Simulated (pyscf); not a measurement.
`[CH3][Hf]([Cl])([Cl])[Cl]` + `[H]` [doublet] -> `[CH4]` + `[Cl][Hf]([Cl])[Cl]` [doublet] (substitution at C; doublet surface; C–Hf broken, C–H formed). PySCF, gas phase, ωB97X-D3(BJ)/def2-SVP geometries. Energies in kcal/mol from the separated reactants.

```tsv
level	barrier	reaction energy
ωB97X-D3(BJ)/def2-TZVP	?	?
PBE/def2-TZVP	9.2	-33.2
r²SCAN/def2-TZVP	8.5	-34.6
B3LYP-D3(BJ)/def2-TZVP	10.6	-35.6
PBE0-D3(BJ)/def2-TZVP	?	-32.8
HF/def2-TZVP	30.3	-38.2
```

Question: Some entries are withheld; supply them.

Answer: 
- ωB97X-D3(BJ)/def2-TZVP, barrier: 18.2
- ωB97X-D3(BJ)/def2-TZVP, reaction energy: -29.9
- PBE0-D3(BJ)/def2-TZVP, barrier: 12.3

The functionals in the table span 9.7 kcal/mol in this barrier, from r²SCAN to ωB97X-D3(BJ)/def2-TZVP. The same reactants have a lower exit, to [H₂C–Hf(Cl)(Cl)–Cl]• + H₂ (barrier +9.3 kcal/mol at ωB97M-D3(BJ)/def2-TZVP, against +16.9 kcal/mol here). One saddle was located; it need not be the lowest between these sides. The angle at the attacked C is 180°. Open-shell species with a d-block atom are single-reference here; other states, and whether the spin sits on metal or ligand, were not checked. Elements past Kr carry the def2 core potentials, without spin-orbit coupling.
